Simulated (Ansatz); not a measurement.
# The cluster In2As: geometry, orbitals and charge

Aim: characterise the cluster In2As as a doublet: its structure, frontier levels and distribution of charge and spin.

The runs use Ansatz 0.2.0, Gaussian basis; UKS PBE0-D4/def2-TZVP.

The runs, in order: relaxation at PBE-D4/def2-TZVP; a search for the lowest solution at PBE0-D4/def2-SVP; a single point at PBE0-D4/def2-TZVP; harmonic vibrations at PBE-D4/def2-TZVP.

4 further runs of the same task are left out: 4 set aside as unsound or not needed.

**1. The system as given**

3 atoms, charge 0, spin multiplicity 2.

Atoms are counted from 1 here; the program's logs count them from 0.

Bond lengths: In1–As3 2.643 Å, In2–As3 2.643 Å. Angles: In1–As3–In2 130.2°.

In takes a core potential in the def2 sets. No spin-orbit coupling is included.

The start is a GFN2-xTB geometry.

**2. Optimising with PBE-D4/def2-TZVP**

Contents of in.yaml:

```yaml
crystal:
  periodic: [false, false, false]
  atoms:
    - {symbol: In, position_ang: [1.323150, -0.493970, 1.972180]}
    - {symbol: In, position_ang: [-0.994910, -0.128180, -2.208370]}
    - {symbol: As, position_ang: [-0.328240, 0.622140, 0.236190]}
basis:
  gaussian: {orbitals: def2-TZVP}
magnetization: {spin_polarized: true, initial_magnetization: 1}
hamiltonian: {xc: pbe, dispersion: d4}
scf: {lower_state_search: "off"}
output: {orbitals: {seedname: orbitals}}
relax: {f_tol: 0.02, max_steps: 100}
```

The run is started by

```
> ansatz run in.yaml --threads 2 --pin off --events-out ev --progress --plain --max-ram 4352MiB
```

The runs that follow: Searching for the lowest solution, PBE0-D4/def2-SVP; Single point, PBE0-D4/def2-TZVP; Harmonic vibrations.

**Question.** What will the summary of the whole plan be? Wanted: point group; commonest bond; HOMO, LUMO at PBE0-D4/def2-TZVP; ⟨S²⟩; dipole at PBE-D4/def2-TZVP; lowest, highest wavenumber.

**Answer**, as computed:

```
                                         quantity                            value
                                      point group                              C2v
                                   commonest bond  As–In, 2 of mean length 2.697 Å
HOMO, LUMO at PBE0-D4/def2-TZVP (over both spins)                  -5.16, -3.29 eV
                                             ⟨S²⟩                            0.756
                       dipole at PBE-D4/def2-TZVP                           1.59 D
                       lowest, highest wavenumber                     33, 197 cm⁻¹
```

In words: The molecule keeps its bonding pattern by the stored test; the atoms moved 0.23 Å (rms), and the angle In1–As3–In2 went from 130° to 112°. All wavenumbers are real: a minimum at this level. Whether this spin is the lowest isn't tested here.
